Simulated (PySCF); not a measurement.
carbon tetrachloride (CCl₄), SMILES ClC(Cl)(Cl)Cl. Atoms are numbered in the order given.

```xyz
5

Cl     1.0311     1.0311    -1.0311
C      0.0000     0.0000     0.0000
Cl    -1.0311     1.0311     1.0311
Cl    -1.0311    -1.0311    -1.0311
Cl     1.0311    -1.0311     1.0311
```
Charge 0, spin multiplicity 1.

Geometry: B3LYP-D3(BJ)/def2-SVP.

Computed with PBE/def2-TZVP (PySCF).

Symmetry labels are those of the subgroup D2 that the program uses (full group Td).

Computed valence orbital energies around the gap with their symmetry:
```csv
orbital,symmetry,energy (eV)
HOMO−7,A,-9.14
HOMO−6,A,-9.14
HOMO−5,B1,-8.55
HOMO−4,B2,-8.55
HOMO−3,B3,-8.55
HOMO−2,B1,-7.64
HOMO−1,B2,-7.64
HOMO,B3,-7.64
LUMO,A,-2.79
LUMO+1,B1,-1.38
LUMO+2,B2,-1.38
LUMO+3,B3,-1.38
```
